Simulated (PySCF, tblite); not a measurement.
A set of runs on `C(=C)[PH](=O)C=C`; the geometry of each is named by its level. Settings lines and outputs come from a driver script.

Species: C4H7OP.
Bonds: C1–C2 (double), C2–P3, P3–O4 (double), P3–C5, C5–C6 (double). Hydrogens: H7, H8 on C1; H9 on C2; H10 on P3; H11 on C5; H12, H13 on C6.

Step 1: GFN2-xTB harmonic vibrations, gas phase (tblite 0.8.0) (on the GFN2-xTB geometry)
```json
{"job": {"kind": "ir", "xc": "GFN2-xTB", "basis": "xTB"}, "charge": 0, "multiplicity": 1}
```
```
(table of modes left out)
```

33 modes from 67 to 3113 cm⁻¹ (unscaled, harmonic); zero-point energy 60.6 kcal/mol; all wavenumbers are real at this level.

Step 2: TDDFT CAM-B3LYP/def2-SVPD, vertical, gas phase, core orbitals frozen in the response (PySCF 2.14.0, density-fitted response routines) (on the GFN2-xTB geometry)
```json
{"job": {"kind": "uv", "xc": "CAM-B3LYP", "basis": "def2-SVPD", "nstates": 8, "ntriplets": 3}, "charge": 0, "multiplicity": 1}
```
```
...
Static polarisability (au): isotropic 73.810, principal 59.899 69.211 92.318
Singlet excitations
state   eV       nm        f      main configurations
  1   6.1623    201.2   0.01668   H-1->L 0.89
  2   6.3214    196.1   0.00689   H->L 0.88
  3   6.9531    178.3   0.00261   H-1->L+1 0.78, H-3->L 0.09
  4   7.0222    176.6   0.01594   H->L+1 0.79, H-2->L 0.09
  5   7.0693    175.4   0.45336   H-2->L 0.85, H->L+1 0.09
  6   7.4455    166.5   0.02730   H-3->L 0.62, H->L+2 0.17
  7   7.4753    165.9   0.04034   H->L+2 0.38, H-3->L 0.21, H->L+7 0.13
  8   7.5150    165.0   0.05376   H-1->L+2 0.57, H-1->L+7 0.17, H-1->L+3 0.16
Triplet excitations (Tamm-Dancoff, eV): 4.3641 4.4144 5.9161
```

HOMO -9.41 eV, LUMO 0.10 eV; lowest singlet 6.16 eV; lowest triplet 4.36 eV (Tamm–Dancoff); mean polarisability 73.8 au.

Rough CPU time on one thread of a shared machine: about 70 s.

Step 3: delta-SCF UKS SCAN, pcX-2 on the ionised atom, pcseg-1 elsewhere, spin-free X2C (PySCF 2.14.0) (on the GFN2-xTB geometry)
```json
{"job": {"kind": "xps"}, "charge": 0, "multiplicity": 1}
```
```
...
ground state, core basis on atom 0 (C), 154 functions
  E(ground) = -573.91467757 Eh
hole in C 1s of atom 0
  E(ion) = -563.23013299 Eh   <S^2> = 0.7947   hole on atom = 1.000   binding energy = 290.741 eV
ground state, core basis on atom 1 (C), 154 functions
  E(ground) = -573.91576930 Eh
hole in C 1s of atom 1
  E(ion) = -563.23440627 Eh   <S^2> = 0.7938   hole on atom = 1.000   binding energy = 290.655 eV
ground state, core basis on atom 2 (P), 165 functions
  E(ground) = -574.01895090 Eh
hole in P 1s of atom 2
  E(ion) = -494.93934667 Eh   <S^2> = 0.7516   hole on atom = 1.000   binding energy = 2151.866 eV
hole in P 2p of atom 2
  E(ion) = -568.93966342 Eh   <S^2> = 0.7529   hole on atom = 1.002   binding energy = 138.214 eV
  2p3/2 = 137.949 eV   2p1/2 = 138.838 eV
ground state, core basis on atom 3 (O), 154 functions
  E(ground) = -573.94228800 Eh
hole in O 1s of atom 3
  E(ion) = -554.23356866 Eh   <S^2> = 0.7629   hole on atom = 1.000   binding energy = 536.302 eV
```

C1s of C1 290.74 eV; C1s of C2 290.65 eV; P1s of P3 2151.87 eV; P2p of P3 138.25 eV (mean of the 2p shell); O1s of O4 536.30 eV; one atom stands for each set of equivalent ones. SCF cycles are left out; they run on a coarse grid, and E(ground) and E(ion) are re-evaluated on a finer one. For a 2p shell the printed binding energy is that of one 2p hole without spin–orbit coupling; the 2p3/2 and 2p1/2 values follow from a further step that adds the ground-state splitting of the three 2p orbitals and a mean-field spin–orbit operator, and the shell mean corrects the one hole to the average of the three. The log counts atoms from 0, this text from 1.

Cost: about 2.6 min of CPU time on one thread; the machine was shared, so the figure is rough.

Geometry of the electronic-property runs (GFN2-xTB):
```
atom  x, y, z in Å
C1     2.3503    0.1271    0.6296
C2     1.4378    0.4984   -0.2515
P3     0.0418   -0.6062   -0.5751
O4     0.0531   -1.8643    0.1690
C5    -1.4447    0.4036   -0.3666
C6    -2.3939   -0.0243    0.4475
H7     3.2111    0.7274    0.8779
H8     2.2461   -0.8214    1.1336
H9     1.4831    1.4330   -0.7909
H10    0.0994   -0.7591   -1.9646
H11   -1.5126    1.3307   -0.9166
H12   -3.3108    0.5162    0.6210
H13   -2.2650   -0.9605    0.9689
```

 (This holds for the electronic-property runs.)

One conformer stands for the species.
